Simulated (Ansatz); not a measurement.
**CH3Cl (triplet): the correlation ladder at distance Cl1–H2 along a hydrogen transfer = 1.445 Å, cc-pVDZ**

How much of the correlation energy of CH3Cl (triplet) does each wave-function method recover here?

Program: Ansatz 0.2.0, Gaussian basis. Level of theory: cc-pVDZ, core rule «outside noble gas», up to 6 orbitals frozen. These are calculated values, not measurements.

Plan: UHF; CCSD(T) on ROHF; CCSD(T) on UHF; BCCD(T) on ROHF; CISD; CCSDT(Q) on ROHF; CCSDT(Q) on UHF; CASSCF and MRCISD+Q, 4 electrons in 4 orbitals; CASSCF and NEVPT2, 4 electrons in 4 orbitals; CASSCF and MRCISD+Q, 14 electrons in 11 orbitals; CASSCF and NEVPT2, 14 electrons in 11 orbitals.

11 further runs of the same task are left out: 1 for a mislabelled method, 8 that didn't finish, 2 set aside as unsound or not needed.

## (1) The system

The geometry derives from fragments relaxed apart (PBE0/def2-TZVP) and kept rigid, so it is no stationary point. A hydrogen atom is moved between rigid fragments.

5 atoms, charge 0, spin multiplicity 3.

Atoms are counted from 1 here; the program's logs count them from 0.

Bond lengths: Cl1–H2 1.445 Å, H2–C3 1.215 Å, C3–H4 1.079 Å, C3–H5 1.079 Å. Angles: Cl1–H2–C3 180.0°, H2–C3–H4 112.6°, H2–C3–H5 112.6°, H4–C3–H5 134.8°.

Coordinates:

| atom | x (Å) | y (Å) | z (Å) |
| --- | --- | --- | --- |
| Cl1 | -0.7844 | 0.0000 | 0.0000 |
| H2 | 0.6606 | 0.0000 | 0.0000 |
| C3 | 1.8756 | 0.0000 | 0.0000 |
| H4 | 2.2901 | 0.0000 | 0.9962 |
| H5 | 2.2901 | 0.0000 | -0.9962 |

## (2) UHF

in.yaml reads:

```yaml
crystal:
  periodic: [false, false, false]
  atoms:
    - {symbol: Cl, position_ang: [-0.784406, 0.000000, 0.000000]}
    - {symbol: H, position_ang: [0.660594, 0.000000, 0.000000]}
    - {symbol: C, position_ang: [1.875594, 0.000000, 0.000000]}
    - {symbol: H, position_ang: [2.290062, 0.000000, 0.996161]}
    - {symbol: H, position_ang: [2.290062, 0.000000, -0.996161]}
basis:
  gaussian: {orbitals: cc-pVDZ}
magnetization: {spin_polarized: true, initial_magnetization: 2}
hamiltonian: {xc: hf}
output: {orbitals: {seedname: orbitals}}
```

Run with:

```
ansatz run in.yaml --threads 1 --pin off --events-out ev --progress --plain --max-ram 2393MiB
```

The runs that follow: CCSD(T) on ROHF; CCSD(T) on UHF; BCCD(T) on ROHF; CISD; CCSDT(Q) on ROHF; CCSDT(Q) on UHF; CASSCF and MRCISD+Q, 4 electrons in 4 orbitals; CASSCF and NEVPT2, 4 electrons in 4 orbitals; CASSCF and MRCISD+Q, 14 electrons in 11 orbitals; CASSCF and NEVPT2, 14 electrons in 11 orbitals.

Q: Predict the results of all the runs planned. Wanted: UCCSDT(Q) below the RHF energy; RMP2 from UCCSDT(Q); UMP2 from UCCSDT(Q); RCCSD from UCCSDT(Q); RCCSD(T) from UCCSDT(Q); UCCSD(T) from UCCSDT(Q); RCCSDT(Q) from UCCSDT(Q); NEVPT2 pair from UCCSDT(Q); MRCISD+Q pair from UCCSDT(Q).

As calculated:

```
                         quantity                                                                     value
   UCCSDT(Q) below the RHF energy                                                                -8.4902 eV
              RMP2 from UCCSDT(Q)                                                               +1095.0 meV
              UMP2 from UCCSDT(Q)                                                               +1183.2 meV
             RCCSD from UCCSDT(Q)                                                                +198.8 meV
          RCCSD(T) from UCCSDT(Q)                                                                 +32.2 meV
          UCCSD(T) from UCCSDT(Q)                                                                 +32.6 meV
         RCCSDT(Q) from UCCSDT(Q)                                                                  +0.9 meV
       NEVPT2 pair from UCCSDT(Q)                                                               +1146.0 meV
     MRCISD+Q pair from UCCSDT(Q)                                                                 +70.1 meV
    NEVPT2 valence from UCCSDT(Q)                                                               +1435.0 meV
levels within 1 kcal/mol (43 meV)  RCCSD(T), UCCSD(T), BCCD(T), RCCSDT, UCCSDT, RCCSDT(Q), MRCISD+Q valence
                    T1 diagnostic                                                                     0.019
   effectively unpaired electrons                                                                      2.01
```

**Reading.** RCCSD(T) lands +32.2 meV from the yardstick (0.4 % of the correlation energy). One determinant dominates. Of the multireference levels listed MRCISD+Q valence comes nearest in total energy (+41.9 meV), which doesn't show that its space is the better one. These misses are within one basis, not against nature; the frozen cores of restricted and unrestricted runs differ, which can shift their rows.
